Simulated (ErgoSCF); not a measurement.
# SiH3F (SiFH3), step by step

Wanted: the energy (KT2/def2-SV(P)), then a single-point energy (KT2/def2-SVP), then the energy (KT2/def2-TZVP), then a single-point energy (KT2/def2-TZVPP) of SiH3F (SiFH3). 

The results are computed with ErgoSCF 3.8.

9 further runs of the same task are left out: 3 that didn't finish, 6 set aside as unsound or not needed.

### Step 1. The molecule

SiH3F: 5 atoms, total charge 0, spin state singlet. SMILES: `[H][Si]([H])([H])F`. The shape is that of a GFN2-xTB optimisation.

Bond lengths: Si1–F2 1.606 Å, Si1–H3 1.454 Å, Si1–H4 1.454 Å, Si1–H5 1.454 Å. Angles: F2–Si1–H3 105.1°, F2–Si1–H4 105.2°, F2–Si1–H5 105.1°, H3–Si1–H4 113.4°, H3–Si1–H5 113.5°, H4–Si1–H5 113.4°.

### Step 2. The energy at KT2/def2-SV(P) (run 1)

Contents of run.inp:

```
set_nthreads("env")
molecule_inline Angstrom
Si -0.000700 0.001210 -0.093590
F  0.010860 -0.019140 1.511980
H  1.400270 0.011030 -0.482220
H  -0.709280 1.218920 -0.453380
H  -0.701150 -1.212020 -0.482790
EOF
scf.output_mulliken_pop = 1
scf.convergence_threshold = 1e-06
scf.use_diagonalization = 1
tmpdir = "."
scf.max_number_of_iterations = 70
basis = "def2-SV(P)"
run "KT2"
```

The basis set def2-SV(P) is read from a file made from the Basis Set Exchange's data (not shown).

Run with:

```
ergo run.inp
```

What it wrote:

```text
[...]
INDF Weighted mixed functional:
[...]
INSC Energy   1 =       -212.29483936302
[...]
INDE E_LUMO =         -0.02623805348
[...]
INSC Energy  15 =       -394.78138751437  ( diff     -0.000000000006651 )
[...]
RESC CONVERGED after  15 iterations.
RESC FINAL ENERGY:       -394.78138751437
[...]
INSC SCF: dipole_moment_x [atomic units] =      -0.00438079
INSC SCF: dipole_moment_y [atomic units] =       0.00764545
INSC SCF: dipole_moment_z [atomic units] =      -0.59456487
[...]
```

Wall time 2.2 s (1 thread of Arm Neoverse V2, shared host).

### Step 3. A single-point energy at KT2/def2-SVP (run 2)

run.inp, as its differences from that of step 2:

```diff
@@ -13,3 +13,3 @@
 scf.max_number_of_iterations = 70
-basis = "def2-SV(P)"
+basis = "def2-SVP"
 run "KT2"
```

The basis set def2-SVP is read from a file made from the Basis Set Exchange's data (not shown).

Run with:

```
ergo run.inp
```

What it wrote:

```text
[...]
INDF Weighted mixed functional:
[...]
INSC Energy   1 =       -180.06618614070
[...]
INDE E_LUMO =         -0.02722116150
[...]
INSC Energy  15 =       -394.78655807693  ( diff     -0.000000000004434 )
[...]
RESC CONVERGED after  15 iterations.
RESC FINAL ENERGY:       -394.78655807693
[...]
INSC SCF: dipole_moment_x [atomic units] =      -0.00438777
INSC SCF: dipole_moment_y [atomic units] =       0.00765871
INSC SCF: dipole_moment_z [atomic units] =      -0.59546716
[...]
```

Run time: 3 s. Hardware: 1 thread of Arm Neoverse V2, shared host.

Run 3 isn't shown in full; the table further down has it.

### Step 4. A single-point energy at KT2/def2-TZVPP (run 4)

run.inp, as its differences from that of step 3:

```diff
@@ -13,3 +13,3 @@
 scf.max_number_of_iterations = 70
-basis = "def2-SVP"
+basis = "def2-TZVPP"
 run "KT2"
```

The basis set def2-TZVPP is read from a file made from the Basis Set Exchange's data (not shown).

Run with:

```
ergo run.inp
```

What it wrote:

```text
[...]
INDF Weighted mixed functional:
[...]
INSC Energy   1 =       -105.72453154910
[...]
INDE E_LUMO =         -0.04376855351
[...]
INSC Energy  18 =       -395.04101113654  ( diff     -0.000000000006310 )
[...]
RESC CONVERGED after  18 iterations.
RESC FINAL ENERGY:       -395.04101113654
[...]
INSC SCF: dipole_moment_x [atomic units] =      -0.00429977
INSC SCF: dipole_moment_y [atomic units] =       0.00749646
INSC SCF: dipole_moment_z [atomic units] =      -0.58080141
[...]
```

It took 41 s on 1 thread of Arm Neoverse V2, shared host.

### Step 5. The series

| run | level | energy (Eh) | dipole moment (D) | wall time |
| --- | --- | --- | --- | --- |
| 1 | KT2/def2-SV(P) | -394.781388 | 1.51 | 2.2 s |
| 2 | KT2/def2-SVP | -394.786558 | 1.51 | 3 s |
| 3 | KT2/def2-TZVP | -395.040324 | 1.48 | 17 s |
| 4 | KT2/def2-TZVPP | -395.041011 | 1.48 | 41 s |

Convergence of the total energy of singlet SiH3F with the basis set, against the last point:

| basis set | from the last (mEh) | wall time |
| --- | --- | --- |
| def2-SV(P) | +259.624 | 2.2 s |
| def2-SVP | +254.453 | 3 s |
| def2-TZVP | +0.688 | 17 s |
| def2-TZVPP | +0.000 | 41 s |

Convergence of the dipole moment of singlet SiH3F with the basis set, against the last point:

| basis set | from the last (D) | wall time |
| --- | --- | --- |
| def2-SV(P) | +0.0350 | 2.2 s |
| def2-SVP | +0.0373 | 3 s |
| def2-TZVP | -0.0014 | 17 s |
| def2-TZVPP | +0.0000 | 41 s |

### Step 6. Outcome

| quantity | value |
| --- | --- |
| run 4, KT2/def2-TZVPP: total energy | -395.04101 Eh |
| run 4, KT2/def2-TZVPP: dipole moment | 1.48 D |

**Reading.** The dipole moment (its size) runs from 1.48 D (KT2/def2-TZVP) to 1.51 D (KT2/def2-SVP). All runs together took 64 s, the longest 41 s.
